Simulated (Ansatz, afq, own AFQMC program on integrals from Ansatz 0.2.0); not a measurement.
SiH₃O, doublet in cc-pVDZ, levels against AFQMC with the constraint released

```xyz
5

Si    0.0041    0.0000    0.5327
O    -0.0220    0.0000   -1.1244
H     1.4763   -0.0001    0.7831
H    -0.6202    1.2180    1.1100
H    -0.6204   -1.2179    1.1100
```

Connectivity, by distances: SiH3–O.

Basis cc-pVDZ. Noble-gas cores (and the filled d shells of Ga–Kr and In–Xe) are frozen. Integrals, coupled cluster, full CI and functionals: Ansatz 0.2.0; the random walks run on the same integrals in our own AFQMC program. ph-AFQMC/CISD is guided by a CISD state made of CCSD amplitudes; releasing the constraint for a short imaginary time cuts its bias at the price of noise, slowly where states lie close. Free AFQMC starts from the CCSD state and is never constrained. Its projection time is finite, and what remains of the start isn't in its error. ± is one standard error of the sampling.

Determinant: UHF, the one that the program's search chose, which needn't be the lowest solution. The geometry is a point of a scan.

No full CI on the walks' own integrals is used here. The released AFQMC energy serves as the reference, which it does only where one determinant dominates, the energy is flat over the last release times and near the phaseless one (40 meV or 2 meV an electron, half that with transition metals). On small molecules, where full CI could be run and the noise was under 10 meV, such values lay within 10 meV of it in 19 cases of 20, a flattering rate, since the rule was set on those same cases; what remains of the bias isn't in the error bar.

Cautions: the released value is read at 2.40 1/Eh with a noise of 19 meV, more than in the cases checked (meV from the phaseless value at times in 1/Eh: 2 ± 10 at 0.24, -9 ± 10 at 0.51, -5 ± 12 at 0.99, -10 ± 16 at 1.62, 1 ± 19 at 2.40).

```
T1 diagnostic                               : 0.0196
weight of the determinant in the CISD state : 0.890
⟨S²⟩ of the determinant                     : 0.756
size of the correlated space                : 13 electrons in 41 orbitals
```

| level | correlation energy (eV) |
| --- | --- |
| MP2 | -6.6238 |
| CCSD | -7.6117 |
| CCSD(T) | -7.7524 |

Question: Estimate where phaseless AFQMC with the Hartree–Fock trial lies against CCSD(T) on the same integrals.

Answer: 104.4 ± 34.4 meV below CCSD(T).

Reference: AFQMC with the constraint released, correlation energy -7.787 ± 0.019 eV.

```tsv
level	E − E(reference) (meV)	share of correlation (%)
CCSD(T)	34.2 ± 19.5	99.56
ph-AFQMC/HF	-70.2 ± 39.5	100.90
ph-AFQMC/CISD	-0.6 ± 24.4	100.01
free AFQMC	10.4 ± 24.0	99.87
```

Free projections are given only where their last times agree within the noise and don't stop above the reference; a slow remainder of the start can still hide under it. A walk keeps the symmetry of its determinant, which the program's search chose and which needn't be the lowest solution, so a lower state of the same spin and another symmetry isn't excluded. Released energies are given only where the last usable release times agree within the noise; a slower fall can still hide under it.
